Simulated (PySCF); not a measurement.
Adding and removing an electron: OH

UHF-MP2; basis H def2-TZVPPD, O def2-TZVPPD; no relativity; PySCF 2.14. Neutral (UHF): doublet (π ↑), Re = 0.968 Å, ωe = 3807 cm⁻¹, De = 4.53 eV.

OH⁺ (UHF): triplet (π ↑↑), Re = 1.023 Å, ωe = 3199 cm⁻¹, De = 5.22 eV to H⁺ + O. The energies at the minima are -75.62487 hartree for OH and -75.15028 for OH⁺.

(1) Work out the adiabatic ionisation energy, without and with harmonic zero-point energies (1 hartree = 27.2114 eV, 1 eV = 8065.5 cm⁻¹), and the change of the bond length.

OH⁻ (RHF): singlet (closed shell), Re = 0.966 Å, ωe = 3810 cm⁻¹, De = 5.20 eV to H + O⁻. The energies at the minima are -75.62487 hartree for OH and -75.69935 for OH⁻.

(2) Work out the adiabatic electron affinity, without and with harmonic zero-point energies (1 hartree = 27.2114 eV, 1 eV = 8065.5 cm⁻¹), and the change of the bond length.

Correlated steps freeze 1 core orbital. For an ion De counts to the pair picked by the measured ionisation energies or electron affinities, which need not be the lowest pair at this level. Where the molecule has an RHF reference, its open-shell atoms are computed with UHF. States were picked by a PBE0 search and need not be the measured ground states.

Neutral and ion stand on different kinds of reference determinant, which adds to the error of the difference.

## Answers

(1) At UHF-MP2: 0.47459 hartree = 12.914 eV between the minima; the zero-point term (3199.0 − 3807.0)/2 cm⁻¹ = -0.038 eV makes it 12.877 eV. Re changes by +5.5 pm against the neutral. The electron leaves a π orbital, which is non-bonding in a hydride.

(2) At MP2: 0.07448 hartree = 2.027 eV between the minima; the zero-point term (3807.0 − 3810.0)/2 cm⁻¹ = -0.000 eV makes it 2.027 eV. Re changes by -0.2 pm against the neutral. The electron enters a π orbital, which is non-bonding in a hydride.
